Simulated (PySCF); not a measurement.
**Where the electron goes**

Species: Mg(SiH3)2.
Geometry (PBE0-D3(BJ)/def2-SVP, Å), atoms numbered from 1 in this order:
```xyz
9
H6MgSi2 angstrom
Mg     0.0100    0.0140    0.0001
Si     0.0003   -0.0169    2.5874
H      0.8976   -1.0786    3.1596
H     -1.3641   -0.2802    3.1610
H      0.4583    1.2794    3.1952
Si     0.0021    0.0202   -2.5874
H      1.3319    0.3957   -3.1791
H     -0.9927    0.9878   -3.1652
H     -0.3434   -1.3212   -3.1716
```

Theory: PySCF, TDDFT B3LYP/def2-SVPD, vertical, gas phase, core orbitals frozen in the response.

Frontier orbitals with the atoms that hold most of them (Löwdin shares over 4%, at most four atoms; ? is withheld):

| orbital | ε (eV) | atoms |
| --- | --- | --- |
| HOMO-3 | -9.12 | Si6 22%, Si2 21%, H9 15%, H5 15% |
| HOMO-2 | -9.12 | Si2 22%, Si6 21%, H3 17%, H8 16% |
| HOMO-1 | -7.80 | Mg1 32%, Si2 25%, Si6 25% |
| HOMO | ? | ? |
| LUMO | -1.53 | Mg1 63%, Si2 14%, Si6 14% |
| LUMO+1 | -1.53 | Mg1 63%, Si6 14%, Si2 14% |
| LUMO+2 | -1.03 | Mg1 54%, Si2 16%, Si6 16% |

**Question.** Which atoms hold the HOMO, and with what shares?

**Answer.** Si6 (bonded to Mg and 3 H) 27%; Si2 (bonded to Mg and 3 H) 27%; Mg1 (bonded to 2 Si) 22%. By element: silicon 54%, magnesium 22%.

**Question.** What is the HOMO energy, and the HOMO–LUMO gap?

**Answer.** ε(HOMO) = -6.40 eV; the gap is 4.87 eV (0.1791 hartree).

Within 0.005 eV of a neighbour in this list lie HOMO-3/HOMO-2 and LUMO/LUMO+1.

**Question.** How does S1 compare with the orbital gap of 4.87 eV?

**Answer.** S1 is at 3.98 eV (f = 0.0001), 0.89 eV below the gap, made of HOMO→LUMO/LUMO+1 (99%). S1/S2 lie within about 0.01 eV of each other. 

Next come S2 at 3.98 eV (f 0.0000), HOMO→LUMO/LUMO+1 (99%); S3 at 5.09 eV (f 0.799), HOMO→LUMO+2 (96%); S4 at 5.69 eV (f 0.110), HOMO-1→LUMO/LUMO+1 (90%), HOMO→LUMO+5 (8%); S5 at 5.70 eV (f 0.110), HOMO-1→LUMO/LUMO+1 (90%), HOMO→LUMO+4 (8%).

Orbitals of the list HOMO-3 to LUMO+2 that lie within 0.01 eV of each other are written together with a slash and their weights summed (≥ marks a lower bound); for degenerate orbitals outside that list single weights are arbitrary.
